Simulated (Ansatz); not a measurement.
# C2H4Si (SMILES CC#[SiH]): functionals against CCSD(T) at one geometry

Aim: energy, forces and dipole at a structure displaced at random from a GFN2-xTB minimum, from CCSD(T) and from density functionals.

The runs use Ansatz 0.2.0, Gaussian basis; single points in def2-TZVPP.

Cores are frozen in the correlated methods. B3LYP uses VWN-RPA correlation.

## (1) The system as given

SMILES `CC#[SiH]`, 7 atoms, charge 0, spin multiplicity 1.

Atoms are counted from 1 here; the program's logs count them from 0.

Bond lengths: C1–C2 1.535 Å, C1–H4 1.109 Å, C1–H5 1.092 Å, C1–H6 1.151 Å, C2–Si3 1.731 Å, Si3–H7 1.487 Å. Angles: C2–C1–H4 107.3°, C2–C1–H5 112.8°, C2–C1–H6 111.9°, H4–C1–H5 109.4°, H4–C1–H6 107.7°, H5–C1–H6 107.5°, C1–C2–Si3 133.3°, C2–Si3–H7 166.0°.

Geometry (Å):

```mol
C2H4Si
  3D, bonds by distance, orders not assigned

  7  6  0  0  0  0  0  0  0  0999 V2000
   -0.7551    0.7501   -0.3119 C   0  0
   -0.0977   -0.6367   -0.2791 C   0  0
    1.3026   -1.2690    0.5192 Si  0  0
   -1.6255    0.6871   -0.9966 H   0  0
   -0.0766    1.5331   -0.6582 H   0  0
   -1.1470    1.0641    0.7240 H   0  0
    2.4137   -2.1153    1.0286 H   0  0
  1  2  8  0
  1  4  8  0
  1  5  8  0
  1  6  8  0
  2  3  8  0
  3  7  8  0
M  END
```

## (2) CCSD(T)/def2-TZVPP

run/in.yaml reads:

```yaml
crystal:
  periodic: [false, false, false]
  atoms:
    - {symbol: C, position_ang: [-0.755100, 0.750100, -0.311900]}
    - {symbol: C, position_ang: [-0.097700, -0.636700, -0.279100]}
    - {symbol: Si, position_ang: [1.302600, -1.269000, 0.519200]}
    - {symbol: H, position_ang: [-1.625500, 0.687100, -0.996600]}
    - {symbol: H, position_ang: [-0.076600, 1.533100, -0.658200]}
    - {symbol: H, position_ang: [-1.147000, 1.064100, 0.724000]}
    - {symbol: H, position_ang: [2.413700, -2.115300, 1.028600]}
basis:
  gaussian: {orbitals: def2-TZVPP}
correlation: {method: ccsd_t}
output: {forces: true}
```

The command line of these runs was not kept.

## (3) PBE0-D4/def2-TZVPP

run/in.yaml: that of step 2 with these lines changed.

```diff
@@ -12,3 +12,3 @@
   gaussian: {orbitals: def2-TZVPP}
-correlation: {method: ccsd_t}
-output: {forces: true}
+hamiltonian: {xc: pbe0, dispersion: d4}
+output: {forces: true, orbitals: {seedname: orbitals}}
```

## (4) wB97M-V/def2-TZVPP

run/in.yaml: that of step 3 with these lines changed.

```diff
@@ -12,3 +12,3 @@
   gaussian: {orbitals: def2-TZVPP}
-hamiltonian: {xc: pbe0, dispersion: d4}
-output: {forces: true, orbitals: {seedname: orbitals}}
+hamiltonian: {xc: {name: wB97M-V}}
+output: {forces: true}
```

## (5) r2SCAN-D4/def2-TZVPP

run/in.yaml: that of step 4 with these lines changed.

```diff
@@ -12,3 +12,3 @@
   gaussian: {orbitals: def2-TZVPP}
-hamiltonian: {xc: {name: wB97M-V}}
+hamiltonian: {xc: r2scan, dispersion: d4}
 output: {forces: true}
```

## (6) PBE-D4/def2-TZVPP

run/in.yaml: that of step 5 with these lines changed.

```diff
@@ -12,3 +12,3 @@
   gaussian: {orbitals: def2-TZVPP}
-hamiltonian: {xc: r2scan, dispersion: d4}
+hamiltonian: {xc: pbe, dispersion: d4}
 output: {forces: true}
```

## (7) B3LYP-D4/def2-TZVPP

run/in.yaml: that of step 6 with these lines changed.

```diff
@@ -12,3 +12,3 @@
   gaussian: {orbitals: def2-TZVPP}
-hamiltonian: {xc: pbe, dispersion: d4}
+hamiltonian: {xc: {name: B3LYP}, dispersion: d4}
 output: {forces: true}
```

## (8) BHLYP-D4/def2-TZVPP

run/in.yaml: that of step 7 with these lines changed.

```diff
@@ -12,3 +12,3 @@
   gaussian: {orbitals: def2-TZVPP}
-hamiltonian: {xc: {name: B3LYP}, dispersion: d4}
+hamiltonian: {xc: {name: BHLYP}, dispersion: d4}
 output: {forces: true}
```

(Steps that only read results are left out.)

What does the calculation give? Wanted: energy less free atoms, CCSD(T)/def2-TZVPP; RMS force component; RMS force error; HOMO and LUMO, PBE0-D4; T1 diagnostic.

The runs gave:

```
                                  quantity                                                                                             value
energy less free atoms, CCSD(T)/def2-TZVPP                                                                                    -2283.8 kJ/mol
                       RMS force component                                                              0.882 to 1.243 eV/Å over the methods
                           RMS force error  PBE0-D4 0.308, wB97M-V 0.400, r2SCAN-D4 0.220, PBE-D4 0.222, B3LYP-D4 0.234, BHLYP-D4 0.420 eV/Å
                    HOMO and LUMO, PBE0-D4                                                                                -6.07 and -1.94 eV
                             T1 diagnostic                                                                                             0.024
```

Against CCSD(T) the functionals' energies less atoms differ by -117.1 to +68.6 kJ/mol, PBE-D4 by -117.1 kJ/mol. A larger basis would deepen the CCSD(T) value, while the functionals are nearly converged already, so the order here is not reliable. For forces r2SCAN-D4 does best and BHLYP-D4 worst. Frozen-core CCSD(T) forces in triple zeta carry basis errors of their own, and this is one geometry, so small gaps rank nothing. The restricted Hartree–Fock reference is unstable towards an unrestricted one at one or more of these structures.
